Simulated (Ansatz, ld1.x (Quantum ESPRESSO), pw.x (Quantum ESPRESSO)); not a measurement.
# From atom to crystal: TM potential for tantalum (Ta)

ld1.x (Quantum ESPRESSO) 7.5 input, shortened:

```
&input
   title='Ta', zed=73., rel=1, dft='PW', iswitch=3,
   config='[Xe] 4f14 5d3 6s2 6p0'
 /
 &inputp
   pseudotype=2, tm=.true., lloc=0,
   nlcc=.false.
 /
3
6P  2  1   0.00   0.00  3.00  3.00  0.0
5D  3  2   3.00   0.00  1.90  1.90  0.0
6S  1  0   2.00   0.00  2.60  2.60  0.0
 &test
   configts(1)='5d3 6s2 6p0'
 /
```

Crystal test: diamond Ta in pw.x 7.5, no spin, 8³ k-points, Fermi–Dirac smearing 0.01 Ry, cutoffs 45/180 Ry. The reference is all-electron LAPW (Ansatz 0.2.0) with the same functional, mesh and smearing; V0 and B0 come from Birch–Murnaghan fits to the pressures at five volumes. Errors are pseudo minus all-electron; Δ is the rms difference of the E(V) curves that follow from these fits, minima aligned, over ±6 % about the mean V0. Mesh and smearing are coarse, so the numbers serve the comparison and aren't converged zero-temperature values; the lattice is a test structure that the element need not adopt.

All-electron: a0 = 5.935 Å (V0 = 26.13 Å³/atom), B0 = 78.8 GPa.

Q: How far does the potential miss the all-electron equation of state?

A: mean pressure error (GPa): -0.58; a0 (Å): 5.920; a0 error (%): -0.25; B0 error (%): -4.9; Δ (meV/atom): 3.4. The largest radius (3.00 bohr) exceeds half the bond length (2.43 bohr), so the spheres overlap, which is one possible source of error among others.

```csv
V (Å³/atom),P all-electron (GPa),P pseudo (GPa)
24.831,4.36,3.46
25.485,2.04,1.34
26.138,-0.04,-0.59
26.791,-1.90,-2.33
27.445,-3.57,-3.91
```

Q: At the middle volume, how do free energy and pressure move when the wave cutoff is lowered (ecutrho kept at four times it)?

A:

```json
{"cutoff (Ry)": "20", "shift of F (meV/atom)": "+773.6", "shift of P (GPa)": "-17.81"}
{"cutoff (Ry)": "27", "shift of F (meV/atom)": "+76.3", "shift of P (GPa)": "-3.19"}
{"cutoff (Ry)": "36", "shift of F (meV/atom)": "+0.8", "shift of P (GPa)": "-0.01"}
```

Input at the middle volume:

```
&control
  calculation='scf', prefix='x', pseudo_dir='./', outdir='./tmp', tstress=.true., disk_io='none'
/
&system
  ibrav=0, nat=2, ntyp=1, ecutwfc=45, ecutrho=180, nbnd=12,
  occupations='smearing', smearing='fd', degauss=0.01
/
&electrons
  conv_thr=1e-09, mixing_beta=0.4, electron_maxstep=70
/
ATOMIC_SPECIES
Ta 1.0 Ta.UPF
CELL_PARAMETERS angstrom
  0.00000000 2.96772816 2.96772816
  2.96772816 0.00000000 2.96772816
  2.96772816 2.96772816 0.00000000
ATOMIC_POSITIONS crystal
Ta 0.0000 0.0000 0.0000
Ta 0.2500 0.2500 0.2500
K_POINTS automatic
8 8 8 0 0 0
```

```bash
pw.x < Ta.scf.in > Ta.scf.out
```

Lines of the output:

```
Message from routine setup:
     using ibrav=0 with symmetry is DISCOURAGED, use correct ibrav instead
     lattice parameter (alat)  =       7.9312  a.u.
     unit-cell volume          =     352.7759 (a.u.)^3
     number of electrons       =        10.00
     number of Kohn-Sham states=           12
     kinetic-energy cutoff     =      45.0000  Ry
     charge density cutoff     =     180.0000  Ry
     scf convergence threshold =      1.0E-09
     Exchange-correlation= PW
     number of k points=    29  Fermi-Dirac smearing, width (Ry)=  0.0100
     iteration #  1     ecut=    45.00 Ry     beta= 0.40
     total energy              =     -20.08351815 Ry
     estimated scf accuracy    <       0.05282558 Ry
     iteration #  2     ecut=    45.00 Ry     beta= 0.40
     total energy              =     -20.08503155 Ry
     estimated scf accuracy    <       0.00768445 Ry
     iteration #  3     ecut=    45.00 Ry     beta= 0.40
     total energy              =     -20.08598601 Ry
     estimated scf accuracy    <       0.00064842 Ry
     iteration #  4     ecut=    45.00 Ry     beta= 0.40
     total energy              =     -20.08610665 Ry
     estimated scf accuracy    <       0.00006770 Ry
     iteration #  5     ecut=    45.00 Ry     beta= 0.40
     total energy              =     -20.08612195 Ry
     estimated scf accuracy    <       0.00000304 Ry
     iteration #  6     ecut=    45.00 Ry     beta= 0.40
     total energy              =     -20.08612327 Ry
     estimated scf accuracy    <       0.00000016 Ry
     iteration #  7     ecut=    45.00 Ry     beta= 0.40
     total energy              =     -20.08612328 Ry
     estimated scf accuracy    <       0.00000009 Ry
     iteration #  8     ecut=    45.00 Ry     beta= 0.40
     total energy              =     -20.08612328 Ry
     estimated scf accuracy    <       0.00000019 Ry
     iteration #  9     ecut=    45.00 Ry     beta= 0.40
     total energy              =     -20.08612330 Ry
     estimated scf accuracy    <          3.2E-09 Ry
     iteration # 10     ecut=    45.00 Ry     beta= 0.40
     the Fermi energy is     6.5031 ev
!    total energy              =     -20.08612330 Ry
     estimated scf accuracy    <          2.0E-11 Ry
     smearing contrib. (-TS)   =      -0.01631211 Ry
     The total energy is F=E-TS. E is the sum of the following terms:
     one-electron contribution =       8.26975853 Ry
     hartree contribution      =       1.54316312 Ry
     xc contribution           =      -5.86966109 Ry
     ewald contribution        =     -24.01307174 Ry
     convergence has been achieved in  10 iterations
          total   stress  (Ry/bohr**3)                   (kbar)     P=       -5.88
     Message from routine punch:
     Nothing written, as per user request (disk_io='none')
```

The run at the middle volume (29 k-points, 10 iterations) took about 8.3 s on one core of a shared host (Neoverse-V2, 96 threads, 377 GiB, load 10).
